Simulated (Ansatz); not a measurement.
A made-up structure of CH₃OSi (charge -1), singlet:

```xyz
6
angstrom
O -1.1011 -0.4721 -0.1054
C 0.1672 0.0924 -0.3584
Si 1.4304 0.5908 0.7715
H -1.5225 -0.6338 -0.9520
H 0.3359 0.2184 -1.4354
H -0.1465 0.0039 0.6503
```

It is relaxed with PBE-D4/def2-SVPD and then PBE0-D4/def2-TZVPD (Ansatz 0.2.0). Atoms count as bonded within 1.22 times the sum of their covalent radii (H–H: 0.88 Å). The end point is not checked to be a true minimum.

Question: Does its bonding change? (A judgement: the text doesn't fix the answer.)

Answer: Computed: Yes. Formed: none; broken: C2–H6.

Where it ends: The first stage lowers the energy by 4.00 eV in 13 steps. It ends as CH₃OSi ([OH][CH][SiH]), total charge -1:
```tsv
atom	x (Å)	y (Å)	z (Å)
O1	-1.2289	-0.5034	-0.4345
C2	0.0615	0.0486	-0.5815
Si3	1.2222	0.5578	0.6492
H4	-1.5822	-0.6574	-1.3131
H5	0.3285	0.1524	-1.6409
H6	0.3623	0.2018	1.8914
```

Labels in which every atom is bracketed show which atoms are joined, not bond orders.

For scale, one of the runs: PBE0-D4/def2-TZVPD relaxation, 147 basis functions, launched by `ansatz run in.yaml --threads 2 --pin off --events-out ev --progress --plain --max-ram 4352MiB`. The run took about 16 s on 2 CPU threads of an Arm Neoverse V2 (shared host).
